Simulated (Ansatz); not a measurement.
Elastic constant C44 (GPa) of solids drawn from the class of alkali halides, at two levels: PBE (PAW; Ansatz, a program for electronic structure), and HSE06 in Ansatz (plane waves, PAW).

| solid | PBE | HSE06 | shift (%) |
|---|---|---|---|
| rock-salt NaCl | 12.4 | 13.1 | +5.6 |
| rock-salt KCl | 6.62 | 6.82 | +3.0 |
| rock-salt KF | 13.6 | 14.0 | +2.9 |
| rock-salt NaI | 7.06 | 7.53 | +6.7 |
| rock-salt NaF | 26.8 | 28.8 | +7.5 |
| rock-salt RbCl | 5.25 | 5.37 | +2.3 |
| rock-salt KBr | 5.23 | 5.43 | +3.8 |
| rock-salt LiCl | 24.9 | 26.7 | +7.2 |
| rock-salt KI | 3.76 | 3.91 | +4.0 |
| rock-salt LiBr | 19.2 | 20.6 | +7.3 |

The shifts run from +2.3 % to +7.5 %, with a median of +4.8 %.

Over all 10 rows HSE06 is the larger in 10.

Spin–orbit coupling is left out, also for the solids with elements from indium on (rock-salt NaI, rock-salt KI); its size isn't shown.

Each level is taken at its own relaxed cell. Ansatz's density-functional and Hartree–Fock values are scalar-relativistic unless marked +SOC, with PAW data made under PBE.
